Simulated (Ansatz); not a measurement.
# Br, doublet: reading a ladder of total energies

A free Br atom.

Basis cc-pVTZ; Ansatz 0.2.0. Only valence electrons are correlated (noble-gas cores and the filled d shells of p-block atoms frozen), which leaves 7 electrons in 29 orbitals. R marks a restricted (for open shells ROHF) determinant, U an unrestricted one. No spin–orbit coupling is included, and no scalar relativity.

Full CI isn't at hand for all of this; UCCSDT(Q) serves as the reference, and is uncertain by about the last step of the cluster series.

Runs differ by some tens of microhartree through their thresholds and, for an open shell, their frozen cores, so steps under 0.03 kcal/mol mean nothing.

| level | total energy (hartree) |
| --- | --- |
| UHF | -2572.445085 |
| UMP2 | -2572.578415 |
| UCCSD | -2572.598161 |
| UCCSD(T) | -2572.602627 |
| UCCSDT | -2572.603172 |
| UCCSDT(Q) | -2572.603278 |

Question: What is the correlation energy at UCCSDT(Q), and what share of it do UMP2 and UCCSD(T) recover?

Answer: E(corr) = -2572.603278 − (-2572.445085) = -0.158193 hartree = -4.305 eV. UMP2: -0.133330 / -0.158193 = 84.28 %. UCCSD(T): -0.157542 / -0.158193 = 99.59 %.

Question: By how many kcal/mol does UCCSD(T) miss UCCSDT(Q) (1 hartree = 627.509 kcal/mol), and which steps make up the rest?

Answer: -2572.602627 − (-2572.603278) = 0.000651 hartree = 0.41 kcal/mol. Steps: UCCSDT − UCCSD(T) = -0.34, UCCSDT(Q) − UCCSDT = -0.07 kcal/mol. That is within 1 kcal/mol of the reference in this basis, which itself misses far more of the correlation at the basis-set limit.
